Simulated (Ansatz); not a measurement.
**BSiF (triplet): wave-function methods side by side, def2-TZVPP**

An exercise on one series of results from a longer session: the logs are not shown, and one member is left open.

Computed with Ansatz 0.2.0, Gaussian basis. Level: def2-TZVPP, core rule «outside noble gas», up to 7 orbitals frozen.

To be run: UHF; ROHF; CCSD(T) on UHF.

2 further runs of the same task are left out: 2 set aside as unsound or not needed.

## The system

The geometry is a PBE0/def2-TZVP stationary point (not a proven minimum).

3 atoms, charge 0, spin multiplicity 3.

Atoms are counted from 1 here; the program's logs count them from 0.

Bond lengths: F1–B2 1.280 Å, B2–Si3 1.896 Å. Angles: F1–B2–Si3 180.0°.

Set-up of the first run:

The input, in.yaml:

```yaml
crystal:
  periodic: [false, false, false]
  atoms:
    - {symbol: F, position_ang: [0.000000, 0.000000, 1.485424]}
    - {symbol: B, position_ang: [0.000000, 0.000000, 0.205103]}
    - {symbol: Si, position_ang: [0.000000, 0.000000, -1.690526]}
basis:
  gaussian: {orbitals: def2-TZVPP}
magnetization: {spin_polarized: true, initial_magnetization: 2}
hamiltonian: {xc: hf}
output: {orbitals: {seedname: orbitals}}
```

On the command line:

```
$ ansatz run in.yaml --threads 1 --pin off --events-out ev --progress --plain --max-ram 2816MiB --backend cpu
```

Steps of the session up to this table: UHF; ROHF; CCSD(T) on UHF.

One table of the session follows, with a row left open; its other results are not shown here.

It belongs to the step «Misses and costs». 

```
  method  from UCCSD(T) (meV)
    ROHF                    ?
     UHF             +11899.0
    UMP2              +1065.5
   UCCSD               +455.9
UCCSD(T)                    0
```

Q: Estimate the row for ROHF from the others.

As computed: from UCCSD(T) (meV): +12035.5. In the column «from UCCSD(T) (meV)» it is the highest.

With the free atoms at the same levels and basis (separate runs), the atomisation energy is 9.928 eV at UCCSD(T), 7.921 eV at ROHF.
